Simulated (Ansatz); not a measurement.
## Active spaces for CH4S, singlet

Calculated in Ansatz's Gaussian-basis code; NEVPT3, NEVPT4(SD), MRCISD by development code. Basis cc-pV(T+d)Z, nonrelativistic, 6 orbitals frozen in the corrections. State-specific CASSCF; RHF is the lowest restricted (open-shell) Hartree–Fock solution met. Letters tell apart solutions met in one space. No symmetry is imposed, so a solution can break that of the shape. No proof that the lowest CASSCF solution was found.

Geometry:

```xyz
6

C     0.0000   -0.0190   -1.1504
S     0.0000    0.0866    0.6609
H     0.0000   -1.2330    0.8965
H     0.0000    1.0057   -1.5225
H     0.8923   -0.5218   -1.5234
H    -0.8923   -0.5218   -1.5234
```

CASSCF less RHF, in eV, and natural occupations:

```json
{"CAS": "(2,2) a", "CASSCF": "-0.435", "occupations": "1.98, 0.02"}
{"CAS": "(2,2) b", "CASSCF": "-0.423", "occupations": "1.98, 0.02"}
```

Task: What totals less RHF do the corrections give on each solution?

Result: 

| CAS | SC-NEVPT2 | FIC-NEVPT2 | NEVPT3 | NEVPT4(SD) | MRCISD |
| --- | --- | --- | --- | --- | --- |
| (2,2) a | -9.810 | -9.812 | -10.715 | -11.069 | -9.841 |
| (2,2) b | -9.770 | -9.773 | -10.690 | -11.059 | -9.857 |

Task: In CAS(2,2), is the solution lowest in CASSCF also lowest after SC-NEVPT2?

Result: Yes: (2,2) a stays lowest, 0.04 eV under the next.

Task: How do single-reference totals in the same basis and frozen core stand against SC-NEVPT2 in CAS(2,2) a?

Result: CCSD(T) -1.434 eV. Coupled cluster stands on the determinant that it favours, which can lie over the RHF solution above, and is in doubt where the occupations are far from 0, 1 and 2.

Task: Roughly how much CPU time does a whole run from the default start take (median of such runs, summed over threads; nearly all runs on one pinned thread of a shared server, mostly Xeon at 2.3 to 2.6 GHz, by a development driver)?

Result: CAS(2,2) a: about 6.8 s. Other jobs ran beside these, and the count of passes differs.
